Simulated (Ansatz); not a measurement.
A nudged elastic band was laid between two geometries of CH₅BF (8 atoms, charge 0, multiplicity 2).

All numbers below come from UKS PBE0/def2-SVP (Ansatz 0.2.0).

```
movable images  : 5
climbing image  : yes
spring          : 5.0 eV/Å²
optimiser       : quadratic models (default)
start path      : through a guess of the saddle point
force threshold : 0.05 eV/Å
iteration limit : 60
end points      : relaxed
```

Image 0:

```xyz
8
Properties=species:S:1:pos:R:3
B 0.170 0.086 0.431
H -0.371 -1.049 0.782
C 1.411 0.047 -0.522
H 1.385 -0.797 -1.227
H 1.478 0.979 -1.109
H 2.345 -0.021 0.060
H -0.988 -0.266 -0.059
F 0.045 1.021 1.393
```

Image 6:

```xyz
8
Properties=species:S:1:pos:R:3
B 0.054 -0.389 -0.085
H -0.172 -0.270 1.790
C 1.443 -0.007 -0.644
H 1.597 -0.654 -1.529
H 1.474 1.034 -1.009
H 2.289 -0.175 0.039
H -1.047 -0.219 -0.545
F -0.165 0.679 1.732
```

**Question.** Which bonds break or form, and what moves?

**Answer.** Bonds broken: B1–H2, B1–F8. Bonds formed: H2–F8. CH5BF becomes CH4B + FH.

**Question.** What energy profile does the band end with?

**Answer.** The forces met the threshold. The highest image is number 3 of 0 to 6, 42.3 kcal/mol above the first end and 0.8 kcal/mol above the last; the last end lies 41.5 kcal/mol above the first. A vibrational analysis at the climbing image gives one clearly imaginary mode, 487i cm⁻¹: a first-order saddle point.

```csv
image,path coordinate (Å),energy (kcal/mol),B1–H2 (Å),B1–F8 (Å),H2–F8 (Å)
0,0.00,0.0,1.31,1.35,2.20
1,0.54,7.4,1.35,1.36,1.97
2,1.08,23.5,1.45,1.46,1.53
3,1.62,42.3,1.57,1.81,1.04
4,1.77,41.9,1.71,1.95,0.98
5,1.93,41.6,1.84,2.09,0.96
6,2.09,41.5,1.89,2.12,0.95
```

**Question.** What is the geometry of the highest image?

**Answer.** 
```xyz
8
Properties=species:S:1:pos:R:3
B 0.028 -0.242 0.032
H -0.111 -0.318 1.590
C 1.427 -0.025 -0.600
H 1.552 -0.771 -1.404
H 1.501 0.969 -1.078
H 2.269 -0.138 0.098
H -1.073 -0.193 -0.453
F -0.118 0.717 1.564
```

**Question.** What are the harmonic wavenumbers there?

**Answer.** 487i, 145, 249, 470, 548, 687, 751, 959, 990, 1053, 1313, 1413, 1426, 2315, 2678, 3036, 3121, 3155 cm⁻¹.

The run took 100 s on 2 threads of Intel(R) Xeon(R) 6975P-C (Granite Rapids), on a shared host, peak memory 0.17 GiB.
